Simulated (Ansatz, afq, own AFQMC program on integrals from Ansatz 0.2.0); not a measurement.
AFQMC on a folder of integrals that Ansatz 0.2.0 wrote.

```yaml
crystal:
  periodic: [false, false, false]
  atoms:
    - {symbol: V, position_ang: [0.000000, 0.000000, 0.000000]}
basis:
  gaussian: {orbitals: def2-SVP}
total_charge: 1
magnetization: {spin_polarized: true, initial_magnetization: 4}
correlation: {method: ccsd_t, electrons: outside_noble_gas, hamiltonian_folder: ham}
```

```sh
$ ansatz run in.yaml --threads 1 --pin off --events-out ev --progress --plain --max-ram 1382MiB
```

Options of the walk:

```
--method phaseless --trial hf --walkers 160 --populations 1 --least-time 40 --time-step 0.04 --steps-per-block 25 --equilibration-blocks 3 --max-blocks 40 --target-error 0.00048 --factor-cut 1e-05 --start determinant --seed 8034 --release-times 0.2,0.4 --release-step 0.05 --release-every 1 --taylor-order 6
```

Times are imaginary, in 1/Eh. The walk had a cap of 210 s.

Output of the walk:

```
orbitals 22  electrons 4 0  factors 176 of 233
reference energy -942.53005611 Eh
CCSD correlation -0.03626066 Eh in 7 cycles, weight of the determinant in the CISD state 0.9856
energy of the start -942.530056 Eh
 block  time / (1/Eh)  mean weight  energy / Eh
     1     1.000  1.0055  -942.569600
     2     2.000  1.0000  -942.568440
     3     3.000  1.0002  -942.563963
     4     4.000  1.0007  -942.573707
     5     5.000  0.9973  -942.567226
     9     9.000  0.9943  -942.565004
    13    13.000  0.9957  -942.569699
    17    17.000  0.9773  -942.557878
    21    21.000  0.9915  -942.584674
    25    25.000  1.0084  -942.560377
    26    26.000  0.9990  -942.556818
    29    29.000  0.9802  -942.558012
    33    33.000  0.9782  -942.571781
    37    37.000  1.0038  -942.567613
    41    41.000  0.9888  -942.566064
    43    43.000  0.9871  -942.567006
blocks merged  error / Eh  count
     1  0.000836  40
     2  0.000759  20
     4  0.000894  10
released: time / (1/Eh)  energy / Eh  error  mean overlap
  0.20  -942.565482  0.000834  0.9960
  0.40  -942.566160  0.000771  0.9969
energy -942.565501 +/- 0.000836 Eh
(rows thinned)
```

The run failed at least one of its tests; the cautions name the faults.

Against this walk (error 22.8 meV) on the same determinant: CCSD(T) 30.2 meV lower (within the noise), CCSDT(Q) 32.6 meV lower (within the noise), full CI 32.6 meV lower (within the noise), a separate phaseless walk with a CISD trial and standard settings 24.3 ± 22.8 meV lower (within the noise). The error is statistical and leaves out the bias of the constraint. Released to 0.40 1/Eh the energy moves by -18 ± 31 meV (both errors), within twice the noise.

Cautions: constraint bias not in the error; error not settled; error above the target (22.8 against 13.1 meV); no relativity below Rb; outer-core shells of the metal frozen; the search met a lower determinant of the same kind, perhaps of another symmetry (363 meV lower); the time-step error isn't removed.

The walk took 4 s on 1 thread of AMD EPYC 9R45 (Zen 5) (shared host). The log's last line is the phaseless energy.

CCSDT and higher add their correlation energy to the determinant of the CCSD(T) run, since their own runs factorise the integrals more tightly (a shift of under 2 meV).
